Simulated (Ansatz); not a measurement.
# AlH5OSi: a dynamics run in two tries

Wanted: a short trajectory, and a check that the input is sound.

All numbers below are computed with Ansatz 0.2.0 (RKS B3LYP-D4/def2-SVP).

## 1. Starting point

Bond lengths: Al1–H2 1.579 Å, Al1–O3 1.701 Å, O3–Si4 1.651 Å, Si4–H5 1.493 Å, Si4–H6 1.493 Å, Si4–H7 1.493 Å, Al1–H8 1.579 Å. Angles: H2–Al1–O3 118.1°, H2–Al1–H8 123.9°, O3–Al1–H8 118.0°, Al1–O3–Si4 179.0°, O3–Si4–H5 110.3°, O3–Si4–H6 110.0°, O3–Si4–H7 110.6°, H5–Si4–H6 108.8°, H5–Si4–H7 108.5°, H6–Si4–H7 108.6°.

Structure file:

```xyz
8

Al   -0.1386    0.0756    0.0777
H    -0.0015    0.4392    1.6079
O     1.1539   -0.7397   -0.6702
Si    2.4192   -1.5379   -1.3687
H     1.9193   -2.6733   -2.1990
H     3.1912   -0.6065   -2.2432
H     3.3365   -2.0824   -0.3242
H    -1.4036    0.4235   -0.8004
```

## 2. First attempt

The input, input.yaml:

```yaml
crystal:
  periodic: [false, false, false]
  atoms:
    - { symbol: Al, position_ang: [-0.138605, 0.075622, 0.077665] }
    - { symbol: H, position_ang: [-0.001474, 0.439196, 1.607901] }
    - { symbol: O, position_ang: [1.15388, -0.739697, -0.670217] }
    - { symbol: Si, position_ang: [2.419193, -1.537921, -1.368729] }
    - { symbol: H, position_ang: [1.919272, -2.673304, -2.199018] }
    - { symbol: H, position_ang: [3.191181, -0.606517, -2.243157] }
    - { symbol: H, position_ang: [3.336526, -2.08243, -0.324165] }
    - { symbol: H, position_ang: [-1.403573, 0.42355, -0.800379] }
basis:
  gaussian: { orbitals: def2-SVP }
hamiltonian:
  xc: b3lyp
  dispersion: d4
md:
  timestep: 0.5
  n_steps: 25
  ensemble: nvt_langevin
  temperature: 1500.0
  initial_velocities: maxwell_boltzmann
  seed: 985059
  friction: 0.01
  temperature_schedule: [{ n_steps: 500, end_temperature: 100.0 }]
```

Started as:

```console
ansatz run input.yaml --threads 1 --pin off --max-ram 2048MiB --backend cpu --events-out ev --progress --plain --runs-dir out
```

Q: Predict the outcome of this session. Wanted: first try.

As calculated:

| quantity | value |
| --- | --- |
| first try | refused |
| cause | the schedule's stages add up to more steps than the run has |

The fault in the first input was caught at the input check and cost nothing.
